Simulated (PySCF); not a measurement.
# Orbital picture of LiH

PBE0 at R = 1.599 Å; Li def2-TZVPP, H def2-TZVPP; no relativity (PySCF 2.14). State: ¹Σ⁺ (singlet), closed shell. Only the outer orbitals are listed, counted within each symmetry.

```json
{"orbital": "1σ", "occ.": "2", "ε (eV)": "-54.99", "on Li (%)": "100", "main shells (%)": "100 Li s"}
{"orbital": "2σ", "occ.": "2", "ε (eV)": "-5.45", "on Li (%)": "30", "main shells (%)": "70 H s, 20 Li s, 10 Li p"}
{"orbital": "3σ", "occ.": "0", "ε (eV)": "-1.02", "on Li (%)": "97", "main shells (%)": "63 Li s, 34 Li p"}
{"orbital": "1π", "occ.": "0", "ε (eV)": "0.51", "on Li (%)": "100", "main shells (%)": "100 Li p"}
{"orbital": "1π", "occ.": "0", "ε (eV)": "0.51", "on Li (%)": "100", "main shells (%)": "100 Li p"}
```

Problem. Which are the highest filled and the lowest empty level, where do they sit, and how wide is the gap?

Solution. Highest filled 2σ at -5.45 eV (in %: 70 H s, 20 Li s, 10 Li p); lowest empty 3σ at -1.02 eV (in %: 63 Li s, 34 Li p); the gap at PBE0 is 4.43 eV.

```
bond order (Mayer)                              : 0.84
⟨S²⟩                                            : 0.000
charge on Li (Mulliken, basis-dependent)        : 0.41
charge on Li (Löwdin, basis-dependent)          : 0.27
dipole moment (positive dipole means Li(−)H(+)) : -5.77 D
polarisability along the bond                   : 23.5 bohr³
polarisability across the bond                  : 27.3 bohr³
```
